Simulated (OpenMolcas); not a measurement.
**Predicting a hybrid from its neighbours: C2H2S (ethenethione)**

The species is C2H2S (5 atoms), meant as a singlet with charge 0. As SMILES, `C=C=S`. The coordinates come from a PBE0-D4/def2-TZVP relaxation.

The dipole moment y, in D, basis def2-TZVP; a is the functional's share of exact exchange. Programs: OpenMolcas 26.06.

| functional | program | a | y (D) |
| --- | --- | --- | --- |
| BLYP | OpenMolcas | 0 | 0.92 |
| TPSS | OpenMolcas | 0 | 1.04 |
| B3LYP | OpenMolcas | 0.2 | ? |
| PBE0 | OpenMolcas | 0.25 | 1.07 |
| BHLYP | OpenMolcas | 0.5 | 1.17 |

Problem. Fit y = c + s·a to the known rows and predict B3LYP.

Solution. 
1. Means of the 4 rows: a = 0.1875, y = 1.050.
2. Σ(Δa)² = 0.17188, Σ(Δa·Δy) = 0.065, so the slope is 0.065/0.17188 = 0.37817.
3. Intercept: 1.050 − (0.37817) × 0.1875 = 0.979. The largest residual of the fit is 0.061.
4. B3LYP: 0.979 + (0.37817) × 0.2 = 1.05 D.

The run gave 1.02 D, so the prediction is off by +0.03 D, within the scatter of the fit. More exact exchange makes the molecule more polar here. The rows mix families of semi-local functionals, which the line can't see.
